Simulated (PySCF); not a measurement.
Polarisability of `c1cs[cH+]s1`

Compound: C3H3S2 (charge +1).
Structure used (GFN2-xTB), in Å, numbered top down from 1:
```
atom  x, y, z in Å
C1    -1.016    0.255   -0.403
C2    -0.135   -0.618   -0.929
S3     1.354   -0.802   -0.092
C4     0.965    0.307    1.105
S5    -0.530    1.065    1.032
H6    -1.986    0.474   -0.816
H7    -0.300   -1.197   -1.822
H8     1.657    0.526    1.901
```

Level: wB97X-D/def2-SVPD (PySCF), static field, nuclei fixed, core orbitals frozen in the response. The polarisability tensor in these axes (au):

```
x    64.77 -11.50   3.38
y   -11.50  54.83  12.81
z     3.38  12.81  58.54
```

Question: Give the principal values, the mean and the anisotropy Δα = √{½[(α1 − α2)² + (α2 − α3)² + (α1 − α3)²]}.

Answer: Principal values 38.99, 65.01 and 74.15 au; mean 59.38 au = 8.80 Å³ = 9.79 × 10⁻⁴⁰ C²·m²/J; Δα = 31.60 au (53 % of the mean).

Question: What are the principal values of the traceless quadrupole moment, Θ = ½Σq(3rr − r²1), about the centre of nuclear charge?

Answer: -13.93, 4.34, 9.58 D·Å. The values depend on the origin, since the species is charged. The electronic extent ⟨r²⟩ about the same centre is 497 bohr², a root-mean-square distance of 1.64 Å for the 52 electrons.

Question: Directions of the eigenvectors, and the extent of the frame along each?

Answer: Largest value along (0.65, -0.65, -0.39), where the nuclei span 2.88 Å; middle along (0.64, 0.20, 0.74), 4.36 Å; least along (0.40, 0.73, -0.55), 0.00 Å. The strongest response doesn't lie along the longest of the three spans.

Question: Rayleigh depolarisation ratio (linearly polarised light, static tensor)?

Answer: ρ = 3Δα²/(45ᾱ² + 4Δα²) = 2995.6/(158676 + 3994.1) = 0.0184.

Question: Sum over states: ᾱ = Σ f/ω², ω in Eh. What share falls to these 8 lowest TDDFT singlets (eV, f)? 5.06, 0.0507; 5.74, 0.0937; 6.40, 0.0000; 6.63, 0.0002; 7.05, 0.0000; 7.43, 0.2737; 7.46, 0.0799; 7.84, 0.0112.

Answer: They add up to 8.45 au, 14.2 % of the 59.38 au; the largest single term is 3.67 au, from the state at 7.43 eV. Terms in order: 1.47, 2.10, 0.00, 0.00, 0.00, 3.67, 1.06, 0.13 au. Higher excitations give the rest. The strengths listed sum to 0.509.

Isolated species at its GFN2-xTB geometry, gas phase.

wB97X-D is run here without its empirical dispersion term; that term would change no orbital, density or response property at a fixed geometry.
